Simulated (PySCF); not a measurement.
Input for PySCF: R-M06-2X/6-31G* on C4H4 (a complex).

```python
from pyscf import gto, scf, dft, mp
from pyscf.data.elements import chemcore

mol = gto.M(
    atom='''
    C    -0.59699339   -0.09933238   -2.89906182
    H    -1.65899839   -0.09928938   -2.90498282
    C     0.61484561   -0.09942638   -2.89583282
    H     1.67687161   -0.09955538   -2.89602882
    C    -0.00696339    0.08025162    2.29204418
    H    -0.00356939    0.04651662    1.22874718
    C    -0.01090039    0.11854162    3.50350918
    H    -0.01416639    0.15191762    4.56442118
    ''',
    basis='6-31g*',
    cart=True,
    charge=0, spin=0, verbose=3, max_memory=1800)
mf = dft.RKS(mol, xc='m062x')
mf.conv_tol = 1e-8
mf.max_cycle = 100
mf.kernel()
if not mf.converged:
    mf = mf.newton().run(mf.mo_coeff, mf.mo_occ)
```

It printed:

```
converged SCF energy = -154.575954918078
```

The run converged.

Cost: around 4 core-seconds (rough).
